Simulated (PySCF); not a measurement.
Removing an electron from 1,1,1,2-tetrafluoroethane

Species: 1,1,1,2-tetrafluoroethane, C2H2F4.
Z-matrix (Å and degrees, PBE0-D3(BJ)/def2-TZVP geometry), rows numbered from 1:
```
F 
C   1  1.3644
C   2  1.5144  1  109.83
F   3  1.3324  2  111.90  1    60.53
F   3  1.3322  2  111.87  1   -60.61
F   3  1.3393  2  108.88  1   179.97
H   2  1.0925  1  109.71  3  -119.31
H   2  1.0924  1  109.72  3   119.35
```

Level: wB97X-D/aug-cc-pVTZ (PySCF). Frontier orbitals with their largest atomic shares (Löwdin; up to four atoms above 4 %):

| orbital | ε (eV) | main atoms |
| --- | --- | --- |
| HOMO−3 | -14.56 | F4 38 %, F5 37 %, F6 9 %, C3 8 % |
| HOMO−2 | -14.07 | F4 31 %, F5 31 %, F6 28 %, C3 9 % |
| HOMO−1 | -12.76 | F1 48 %, C2 28 %, H8 8 %, H7 8 % |
| HOMO | -12.49 | ? |
| LUMO | 0.83 | H8 46 %, H7 46 %, C2 5 % |
| LUMO+1 | 1.23 | H7 32 %, H8 32 %, C2 23 %, C3 11 % |
| LUMO+2 | 1.77 | C2 49 %, C3 40 % |

Task: What vertical ionisation energy does ΔSCF give, and how far is −ε(HOMO) from it?

Result: ΔSCF: 13.18 eV (1272 kJ/mol; threshold wavelength 94.1 nm); ⟨S²⟩ of the doublet left behind is 0.754, against 0.75 for a pure doublet. −ε(HOMO) is 12.49 eV, 0.69 eV below it. In exact Kohn–Sham theory the two would be equal; wB97X-D (range-separated hybrid) falls short of its own ΔSCF value by 5 %.

Task: On which atoms does the HOMO lie?

Result: F1 (alkyl fluorine) 31 %, C2 (sp3 C–F carbon) 22 %, C3 (CF3 carbon) 13 %, F4 (fluorine of a CF3 group) 9 %, so no atom holds as much as 40 %. The HOMO−1 lies 0.27 eV lower.

Task: How many of the 10 lowest singlet excitations (vertical TDDFT, same level) lie below the ionisation energy?

Result: All 10; they run from 9.58 to 11.53 eV.

Task: What kinetic energy would electrons from this vertical process carry with 118.2 nm light (10.49 eV)?

Result: The photon is 2.69 eV short of the vertical value.

Isolated species at its PBE0-D3(BJ)/def2-TZVP geometry, gas phase.
